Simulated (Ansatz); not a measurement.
**BPHO (doublet): wave-function methods side by side at a displaced geometry (v2), cc-pVDZ**

The task here is to estimate one member of a computed series from the others.

Method: cc-pVDZ, core rule «outside noble gas», up to 7 orbitals frozen; program: Ansatz 0.2.0, Gaussian basis.

The runs, in order: UHF; CCSD(T) on ROHF; CCSD(T) on UHF; BCCD(T) on ROHF; CISD; CCSDT(Q) on ROHF; CCSDT(Q) on UHF.

25 further runs of the same task are left out: 9 that didn't finish, 16 set aside as unsound or not needed.

### The geometry

The geometry is a PBE0/def2-TZVP stationary point (not a proven minimum) with its atoms shifted at random (size 0.100 Å).

4 atoms, charge 0, spin multiplicity 2.

Atoms are counted from 1 here; the program's logs count them from 0.

Bond lengths: O1–B2 1.312 Å, O1–H4 0.907 Å, B2–P3 1.746 Å. Angles: B2–O1–H4 120.1°, O1–B2–P3 169.6°.

Set-up of the first run:

in.yaml

```yaml
crystal:
  periodic: [false, false, false]
  atoms:
    - {symbol: O, position_ang: [0.064578, -0.229774, 0.958786]}
    - {symbol: B, position_ang: [-0.100327, -0.147616, -0.340228]}
    - {symbol: P, position_ang: [-0.023680, -0.144825, -2.084574]}
    - {symbol: H, position_ang: [0.059429, 0.522215, 1.466016]}
basis:
  gaussian: {orbitals: cc-pVDZ}
magnetization: {spin_polarized: true, initial_magnetization: 1}
hamiltonian: {xc: hf}
output: {orbitals: {seedname: orbitals}}
```

On the command line:

```bash
> ansatz run in.yaml --threads 1 --pin off --events-out ev --progress --plain --max-ram 2393MiB
```

Steps of the session up to this table: UHF; CCSD(T) on ROHF; CCSD(T) on UHF; BCCD(T) on ROHF; CISD; CCSDT(Q) on ROHF; CCSDT(Q) on UHF.

One table of the session follows, with a row left open; its other results are not shown here.

```
   method  from UCCSDT(Q) (kcal/mol)
     ROHF                    +245.74
      UHF                    +243.59
     RMP2                     +25.38
     UMP2                     +25.86
     CISD                     +34.05
    RCCSD                      +9.57
    UCCSD                      +9.48
 RCCSD(T)                      +1.49
 UCCSD(T)                      +1.51
  BCCD(T)                      +1.45
   RCCSDT                      +0.74
   UCCSDT                      +0.73
RCCSDT(Q)                          ?
UCCSDT(Q)                          0
```

**Question.** Estimate the row for RCCSDT(Q).

**Answer.** from UCCSDT(Q) (kcal/mol): +0.08. In the column «from UCCSDT(Q) (kcal/mol)» it lies between UCCSDT(Q) (0) and UCCSDT (+0.73).

To keep in mind: Restricted and unrestricted rows rest on different reference determinants; where their highest levels disagree by more than a few hundredths of an eV, they describe different states and don't form one ladder.
